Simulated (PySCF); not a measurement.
Diatomics of C with the third period

PBE0 with triple-zeta basis sets in PySCF, for the lowest determinant that a PBE0 search found; no spin–orbit coupling. De refers to high-spin ground-configuration atoms. A positive dipole means M(−)C(+).

```csv
M,basis,state (unpaired electrons),Re (Å),ωe (cm⁻¹),De (eV),μ (D)
Na,x2c-TZVPPall,"quartet (σ ↑, π ↑↑)",2.228,434,2.02,-7.50
Al,x2c-TZVPPall,"quartet (σ ↑, π ↑↑)",1.967,638,3.54,-1.76
Si,x2c-TZVPPall,"triplet (σ ↑, π ↑)",1.710,994,4.41,-1.59
S,x2c-TZVPPall,singlet (closed shell),1.529,1332,7.29,-1.94
Cl,def2-TZVPP,doublet (π ↑),1.645,892,4.39,-1.55
```

The shortest bond is that of CS (1.529 Å), the longest that of NaC (2.228 Å). CS is bound most strongly (7.29 eV) and NaC least (2.02 eV).

The rows differ in basis set, which adds steps of its own.

The state changes along the series, so neighbouring rows are not always alike in their bonding.

States were picked by a PBE0 search and need not be the measured ground states.
